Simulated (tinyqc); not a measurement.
Inside a calculation. Method: Born-Oppenheimer dynamics on the RHF/sto-6g surface (energies and gradients from PySCF), for BH2+, spin multiplicity 1. Computed by tinyqc, a small Python program that keeps every step (integrals from PySCF). Settings: charge = 1, multiplicity = 1, basis = sto-6g, time step (fs) = 1.0, steps = 24. Command: `OMP_NUM_THREADS=1 python tinyqc.py 31370 31371 out.jsonl` (the two numbers bound the seeds that draw the settings). One thread of a shared host (Intel(R) Xeon(R) Processor @ 2.60GHz), about 3 s of CPU time with the checks.

## Velocity Verlet step 1

positions (bohr):
```
            x          y         z
1B  -0.020787   0.017008  0.062361
2H  -0.030236   1.810358  1.033680
3H   0.062361  -1.799019  0.918407
```

velocities (bohr per atomic time unit):
```
               x             y             z
1B  -0.000009904   0.000003327   0.000029635
2H  -0.000027904  -0.000054673  -0.000059365
3H   0.000136096   0.000018327  -0.000264365
```

gradient (hartree/bohr):
```
              x            y            z
1B   0.00082565  -0.01592231   0.00992160
2H   0.00250144  -0.09940043  -0.00439035
3H  -0.00332708   0.11532275  -0.00553125
```

masses (electron masses): 1B 20068.735323, 2H 1837.152588, 3H 1837.152588

gradient after step 1 (hartree/bohr):
```
              x            y            z
1B  -0.00005548  -0.01043813  -0.00828788
2H   0.00250725  -0.08072768   0.00388225
3H  -0.00245177   0.09116582   0.00440563
```

dt = 1 fs = 41.3414 atomic units; x' = x + v dt - g dt^2 / (2m); after the new gradient g', v' = v - (g + g') dt / (2m).

positions after step 1 (bohr):
```
            x          y         z
1B  -0.021232   0.017823  0.063164
2H  -0.032553   1.854334  1.033268
3H   0.069535  -1.851904  0.910051
```

velocities after step 1 (bohr per atomic time unit):
```
               x             y             z
1B  -0.000010697   0.000030478   0.000027952
2H  -0.000084259   0.001972035  -0.000053648
3H   0.000201116  -0.002304975  -0.000251700
```

## Velocity Verlet step 2

gradient after step 2 (hartree/bohr):
```
              x            y            z
1B  -0.00214182   0.00077246  -0.04563430
2H   0.00214209  -0.03669532   0.02175387
3H  -0.00000027   0.03592287   0.02388042
```

As before.

positions after step 2 (bohr):
```
            x          y         z
1B  -0.021671   0.019528  0.064672
2H  -0.037202   1.973411  1.029244
3H   0.078990  -1.989601  0.897596
```

velocities after step 2 (bohr per atomic time unit):
```
               x             y             z
1B  -0.000008434   0.000040434   0.000083492
2H  -0.000136571   0.003293218  -0.000342092
3H   0.000228706  -0.003734911  -0.000569960
```

## Energy conservation

The total energy should stay constant up to terms of order dt^2; the step counts as short enough if it moves by less than 2 % of the largest kinetic energy.

Trajectory:
```
time (fs)  1B-2H (angstrom)  potential (hartree)  kinetic (hartree)  total (hartree)
0.000000           1.079269         -25.36806440         0.00009813     -25.36796627
1.000000           1.099110         -25.37750514         0.00857541     -25.36892973
2.000000           1.153109         -25.39332374         0.02333410     -25.36998963
3.000000           1.219120         -25.39918327         0.02940943     -25.36977384
4.000000           1.276651         -25.39636550         0.02719156     -25.36917395
5.000000           1.312653         -25.39350268         0.02470178     -25.36880089
6.000000           1.321237         -25.39656056         0.02780466     -25.36875591
7.000000           1.302267         -25.40634973         0.03733419     -25.36901554
8.000000           1.260715         -25.41869505         0.04919174     -25.36950331
9.000000           1.206762         -25.42594479         0.05603855     -25.36990624
10.000000          1.155539         -25.42208817         0.05244056     -25.36964761
11.000000          1.124177         -25.41054764         0.04167316     -25.36887448
12.000000          1.124350         -25.40126514         0.03243368     -25.36883146
13.000000          1.154289         -25.39531970         0.02602163     -25.36929806
14.000000          1.199534         -25.38694095         0.01768480     -25.36925615
15.000000          1.242096         -25.37645613         0.00758889     -25.36886723
16.000000          1.268152         -25.36941859         0.00083111     -25.36858748
17.000000          1.270602         -25.37012170         0.00153277     -25.36858893
18.000000          1.249131         -25.37854551         0.00967494     -25.36887057
19.000000          1.210068         -25.39035422         0.02109240     -25.36926182
20.000000          1.166184         -25.39987752         0.03055550     -25.36932201
21.000000          1.134525         -25.40635276         0.03745168     -25.36890108
22.000000          1.129892         -25.41482046         0.04588036     -25.36894009
23.000000          1.156192         -25.42431992         0.05469397     -25.36962595
24.000000          1.203979         -25.42615233         0.05630836     -25.36984397
```

The total energy moves within 2.0e-03 hartree; that is over 2 % of the largest kinetic energy, so the time step is too long.
